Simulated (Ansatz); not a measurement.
```yaml
crystal:
  periodic: [false, false, false]
  atoms:
    - {symbol: N, position_ang: [0.000000, 0.000000, -1.599983]}
    - {symbol: Si, position_ang: [0.000000, 0.000000, 0.000000]}
    - {symbol: N, position_ang: [0.000000, 0.000000, 1.599983]}
basis:
  gaussian: {orbitals: def2-TZVP}
hamiltonian: {xc: pbe0}
relax: {f_tol: 0.004, max_steps: 80}
```

```sh
$ ansatz run in.yaml --threads 1 --pin off --events-out ev --progress --plain --max-ram 2176MiB
```

Steps of the relaxation (energy above the last step; positions in Å, forces in eV/Å):

```
3
step 1, 30.2 meV
N     0.000    0.000   -1.600    0.000    0.000   -1.174
Si    0.000    0.000    0.000    0.000    0.000    0.000
N     0.000    0.000    1.600    0.000    0.000    1.174
```

```
3
step 2, 6.9 meV
N     0.000    0.000   -1.614    0.000    0.000   -0.546
Si    0.000    0.000    0.000    0.000    0.000    0.000
N     0.000    0.000    1.614    0.000    0.000    0.546
```

```
3
step 3, 0.0 meV
N     0.000    0.000   -1.626    0.000    0.000   -0.024
Si    0.000    0.000    0.000    0.000    0.000    0.000
N     0.000    0.000    1.626    0.000    0.000    0.024
```

```
3
step 4, 0.0 meV
N     0.000    0.000   -1.626    0.000    0.000    0.000
Si    0.000    0.000    0.000    0.000    0.000    0.000
N     0.000    0.000    1.626    0.000    0.000    0.000
```

Close pairs at the end: N1–Si2 1.626 Å, Si2–N3 1.626 Å.

A stationary point of restricted PBE0 after 4 steps (its stability towards spin polarisation wasn't tested); no frequencies were run, so it isn't proven a minimum. 6.5 s on 1 thread of Arm Neoverse V2, shared host.
